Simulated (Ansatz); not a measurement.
BHCl₂⁺, that is BCl2H with one electron fewer, relaxed as a doublet with UKS r2SCAN-D4/def2-TZVP in Ansatz, starting from the r2SCAN-D4/def2-TZVP geometry of the neutral singlet. Force threshold 0.02 eV/Å.

Start:

```xyz
4

B    -0.081   -0.087    0.061
Cl   -0.122    1.592    0.512
Cl    1.002   -0.648   -1.178
H    -0.799   -0.858    0.605
```

```csv
step,energy (eV),largest force component (eV/Å),SCF passes
1,-25727.2874,2.673,27
2,-25727.5181,1.801,26
3,-25727.6470,0.702,26
4,-25727.6796,0.127,25
5,-25727.6805,0.029,25
6,-25727.6805,0.015,26
```

Force components are those of the run's own axes.

End:

Cartesian coordinates in Å:
```
B 0.0409 0.0459 -0.0336
Cl -0.2474 1.5559 0.6324
Cl 0.9413 -0.8131 -1.1553
H -0.7349 -0.7888 0.5566
```

By distances, no bond broke or formed. The bond that changes most is B1–H4, from 1.19 to 1.28 Å (atoms count from 1).

No frequencies were taken in this run, so the end may be a saddle point.

Hardware: 2 threads of Arm Neoverse V2 on a shared host. Wall time 12 s.
